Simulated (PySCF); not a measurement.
Consider `C=C(F)F` (C2H2F2). Non-hydrogen atoms are numbered in `[CH2:1]=[C:2]([F:3])[F:4]`.

Energies: B3LYP-D3(BJ)/ma-def2-TZVP (PySCF, density fitting, integration grid level 2) on PBE0-D3(BJ)/def2-SVP structures. Thermal corrections: PBE0-D3(BJ)/def2-SVP frequencies, unscaled, ideal gas at 298.15 K and 1 bar, quasi-RRHO entropy.

(1) What are the vertical and the adiabatic ionisation energy for forming the radical cation?

(2) Where does the unpaired spin of the relaxed radical cation sit?

(3) What oxidation potential follows in acetonitrile (IEF-PCM), given that Fc+/Fc comes at 4.42 V absolute with this functional and basis?

(4) How far is −ε(HOMO) from the vertical value by ΔSCF?

Results:

(1) 10.42 eV vertical and 10.12 eV adiabatic, the latter with zero-point energy.

(2) C1 (alkene carbon) 0.70, C2 (alkene carbon) 0.19 (intrinsic atomic orbital populations).

(3) In the gas phase ΔG of oxidation is 10.099 eV, and solvation is -6.4 kJ/mol for the parent and -278.7 kJ/mol for the product, so the absolute potential is 7.28 V, or 2.85 V against Fc+/Fc. Fc+/Fc in acetonitrile, 4.42 V, is B3LYP-D3(BJ)/ma-def2-TZVP on PBE0-D3(BJ)/def2-SVP structures with GFN2-xTB thermal terms (carried over from another solvent by the shift found with PBE0). Benchmark calculations put it near 5.0 V in acetonitrile and DMSO, so it is about 0.6 V low, and the value against it can read up to that much too high. The solvent is electrostatics only, on gas-phase structures; the absolute scale refers to an electron at rest in vacuum.

(4) −ε(HOMO) = 7.54 eV, which is 2.88 eV below the ΔSCF value.

Differences come from unrounded values, so a last digit can differ from that of the printed terms.
